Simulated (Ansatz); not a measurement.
Working through an active-space calculation of AlH3OSi, SMILES [O]1[AlH][SiH2]1

Program: the Python package of Ansatz (0.2.0).

Input file `alh3osi.xyz`:
```text
6

O    -1.08760   -0.65050   -0.34030
Al    0.51980   -1.33190   -0.02620
Si   -0.26890    0.85930   -0.16440
H     1.68370   -2.07270    0.86660
H    -0.12410    1.56550   -1.44850
H    -0.68070    1.56630    1.06670
```

Typed at the interpreter:
```pycon
>>> from dataclasses import dataclass
>>> import ansatz as az
>>> @dataclass(frozen=True)
... class RunConfig:
...     basis_set: str = 'cc-pVDZ'
...
>>> opts = RunConfig()
>>> system = az.Crystal.molecule_from_extxyz('alh3osi.xyz')
>>> base = (
...     system.calculation()
...     .basis(gaussian=opts.basis_set)
...     .correlation(active_electrons=2, active_orbitals=2)
... )
>>> for method in ['sc_nevpt2']:
...     report = (base if method is None else base.correlation(method)).run().report
...     space = report['configurations']
...     state = space['states'][0]
...     print(method or 'casscf', f'total {report["free_energy_ev"] / 27.211386246:.6f} Ha, active-space state {state["energy"]["hartree"]:.6f} Ha, mean field {report["reference_energy_ev"] / 27.211386246:.6f} Ha')
...     print('  determinants', state['n_determinants'], ' natural occupations', [round(n, 3) for n in space['natural_occupations']])
...
sc_nevpt2 total -607.774258 Ha, active-space state -607.444171 Ha, mean field -607.426425 Ha
  determinants 4  natural occupations [1.962, 0.038]
>>> print('effectively unpaired electrons, sum of min(n, 2 - n):', round(sum(min(n, 2 - n) for n in space['natural_occupations']), 3))
effectively unpaired electrons, sum of min(n, 2 - n): 0.076
```

Caveats:
- Total energies depend on the basis set; only differences at equal settings carry meaning.
- The geometry is a force-field or estimated start, not a minimum of this method, and the basis set is short of its limit. The active space starts as a window about the frontier orbitals and is then optimised, not chosen by chemistry.
- Timing: 4.2 s on 1 thread of Arm Neoverse V2, with other jobs on the host, peak memory 0.17 GiB.
